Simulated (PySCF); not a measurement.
Reaction (SMILES): ClCCl → Cl[CH-]Cl + H+
B3LYP-D3(BJ)/def2-TZVP geometries, fixed; electronic energies without zero-point terms.

Effect of the auxiliary basis of density fitting at r2SCAN/def2-TZVP with PySCF, against the last row, where the deprotonation energy is 386.31 kcal/mol.

| setting | fitting functions, largest species | largest shift of a total energy (mEh) | shift of the deprotonation energy (kcal/mol) |
|---|---|---|---|
| density fitting: autoaux | 707 | -0.024 | -0.004 |
| density fitting: def2-universal-jkfit | 367 | -0.062 | 0.011 |
| density fitting: cc-pvtz-jkfit | 381 | -0.032 | 0.003 |
| density fitting: cc-pvqz-jkfit | 504 | -0.012 | 0.000 |
| density fitting: weigend | 173 | -0.143 | -0.013 |
| density fitting: none | - | 0.000 | 0.000 |

Within 0.02 kcal/mol in the deprotonation energy: density fitting: autoaux; density fitting: def2-universal-jkfit; density fitting: cc-pvtz-jkfit; density fitting: cc-pvqz-jkfit; density fitting: weigend. The largest shift is 0.143 mEh in a total energy and 0.013 kcal/mol in the difference.
